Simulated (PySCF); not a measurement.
## Core-level binding energies of Si(CN)H3

Compound: Si(CN)H3, CH3NSi.
Bonds: Si1–C2, C2–N3. Hydrogens: H4, H5, H6 on Si1.

Method: delta-SCF UKS SCAN, pcX-2 on the ionised atom, pcseg-1 elsewhere, spin-free X2C in PySCF 2.14.0. Binding energies are ΔSCF values: E(core-ionised, relaxed orbitals) − E(ground state) at a fixed geometry, referred to the vacuum level.

Question: Give the core binding energies atom by atom.

Answer: 
| atom(s) | bonded to | level | binding energy (eV) | 2p1/2 (eV) | count |
| --- | --- | --- | --- | --- | --- |
| Si1 | C and 3 H | Si 2p3/2 | 108.34 | 108.97 | 1 |
| Si1 | C and 3 H | Si 1s | 1848.14 | – | 1 |
| C2 | N and Si | C 1s | 292.12 | – | 1 |
| N3 | C | N 1s | 405.57 | – | 1 |

Question: Which photon energy gives electrons from N 1s of N3 a kinetic energy of 150 eV, and what is their de Broglie wavelength?

Answer: hν = 405.57 + 150 = 555.57 eV, recoil neglected; λ = 12.264 Å/√(E/eV) = 1.00 Å.

2p3/2 and 2p1/2 are the ΔSCF energy of one spin-free 2p hole plus the eigenvalues of a spin–orbit and ligand-field matrix of the shell. 2p1/2 minus 2p3/2 (ligand field included): Si 0.62 eV. Isolated species at its PBE0-D3(BJ)/def2-SVP geometry, gas phase.
